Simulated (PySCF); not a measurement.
Species: C2H6B (charge -1).
Structure used (PBE0-D3(BJ)/def2-SVP), in Å, numbered top down from 1:
```xyz
9
C2H6B angstrom
B      1.2874   -0.2012   -0.1881
C     -0.1953    0.3484    0.1035
C     -1.3826   -0.1548   -0.2787
H      1.2669   -1.2476   -0.8701
H      1.9497    0.6800   -0.7858
H      1.8749   -0.4163    0.8986
H     -0.2736    1.2767    0.7047
H     -1.4352   -1.0738   -0.8799
H     -2.3493    0.3068   -0.0219
```

A calculation gives these core lines: B 1s: 187.61 eV; C 1s: 284.47 (area 1), 284.63 (area 1) eV.

The calculation used delta-SCF UKS SCAN, pcX-2 on the ionised atom, pcseg-1 elsewhere, spin-free X2C (PySCF). Geometry: PBE0-D3(BJ)/def2-SVP; no solvent, vibrations or thermal averaging. The geometry's basis has no diffuse functions, a weakness for an anion.

Order the carbon atoms by C 1s binding energy.

284.47 eV: C2 (alkene CH carbon); 284.63 eV: C3 (terminal =CH2 carbon). The 2 C 1s values lie within 0.16 eV of each other; Gaussian lines of 0.5 eV full width would blend them into one maximum.

Bonded neighbours of each site: B1: C and 3 H; C2: C (double bond), H and B; C3: C (double bond) and 2 H.

What is the longest wavelength that can ionise C 1s of C3 vertically?

λ = hc/E = 12398.42 eV Å / 284.63 eV = 43.560 Å.

Spin contamination (⟨S²⟩ against 0.75 for a pure doublet) is marked for C 1s of C2 (0.88), which makes this value less certain. The species carries charge -1, so core ionisation leaves a neutral species. The basis sets have no added diffuse functions.
